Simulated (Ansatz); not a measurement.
# CH3B+ (quartet): wave-function methods side by side, cc-pVDZ

An exercise on one series of results from a longer session: the logs are not shown, and one member is left open.

Program: Ansatz 0.2.0, Gaussian basis. Level of theory: cc-pVDZ, core rule «outside noble gas», up to 2 orbitals frozen. These are calculated values, not measurements.

To be run: UHF; CCSD(T) on ROHF; CCSD(T) on UHF; BCCD(T) on ROHF; CISD; CCSDT(Q) on ROHF; CCSDT(Q) on UHF; CASSCF and MRCISD+Q, 9 electrons in 11 orbitals; CASSCF and NEVPT2, 9 electrons in 11 orbitals.

22 further runs of the same task are left out: 1 for a mislabelled method, 6 that didn't finish, 15 set aside as unsound or not needed.

### The system

The geometry is a PBE0/def2-TZVP stationary point (not a proven minimum) of the parent state, kept for this charge and spin.

5 atoms, charge 1, spin multiplicity 4.

Atoms are counted from 1 here; the program's logs count them from 0.

Bond lengths: B1–C2 1.511 Å, B1–H3 1.194 Å, C2–H4 1.092 Å, C2–H5 1.087 Å. Angles: C2–B1–H3 128.3°, B1–C2–H4 123.5°, B1–C2–H5 123.0°, H4–C2–H5 113.6°.

Set-up of the first run:

in.yaml reads:

```yaml
crystal:
  periodic: [false, false, false]
  atoms:
    - {symbol: B, position_ang: [0.000000, -0.166725, 0.821814]}
    - {symbol: C, position_ang: [0.000000, 0.069000, -0.670687]}
    - {symbol: H, position_ang: [0.000000, 0.643783, 1.698084]}
    - {symbol: H, position_ang: [0.000000, 1.062299, -1.123373]}
    - {symbol: H, position_ang: [0.000000, -0.740028, -1.397397]}
basis:
  gaussian: {orbitals: cc-pVDZ}
total_charge: 1
magnetization: {spin_polarized: true, initial_magnetization: 3}
hamiltonian: {xc: hf}
output: {orbitals: {seedname: orbitals}}
```

Run with:

```bash
$ ansatz run in.yaml --threads 1 --pin off --events-out ev --progress --plain --max-ram 2393MiB
```

Among the steps run: UHF; CCSD(T) on ROHF; CCSD(T) on UHF; BCCD(T) on ROHF; CISD; CCSDT(Q) on ROHF; CCSDT(Q) on UHF; CASSCF and MRCISD+Q, 9 electrons in 11 orbitals; CASSCF and NEVPT2, 9 electrons in 11 orbitals.

One of the session's tables, all rows but one given; the rest of the session is left out.

```
          method  from UCCSDT(Q) (kJ/mol)
            ROHF                   +533.1
             UHF                   +518.1
            RMP2                   +110.8
            UMP2                   +106.6
            CISD                    +48.9
           RCCSD                    +22.1
           UCCSD                    +19.7
        RCCSD(T)                     +4.5
        UCCSD(T)                     +4.1
         BCCD(T)                     +4.4
          RCCSDT                     +1.3
          UCCSDT                     +1.0
       RCCSDT(Q)                     +0.2
       UCCSDT(Q)                        0
  CASSCF valence                   +274.7
  NEVPT2 valence                    +64.1
  MRCISD valence                    +14.6
MRCISD+Q valence                        ?
```

**Question.** Estimate the row for MRCISD+Q valence.

As computed: from UCCSDT(Q) (kJ/mol): +3.3. In the column «from UCCSDT(Q) (kJ/mol)» it lies between RCCSDT (+1.3) and UCCSD(T) (+4.1).

Caveats from the session: Restricted and unrestricted rows rest on different reference determinants; where their highest levels disagree by more than a few hundredths of an eV, they describe different states and don't form one ladder.
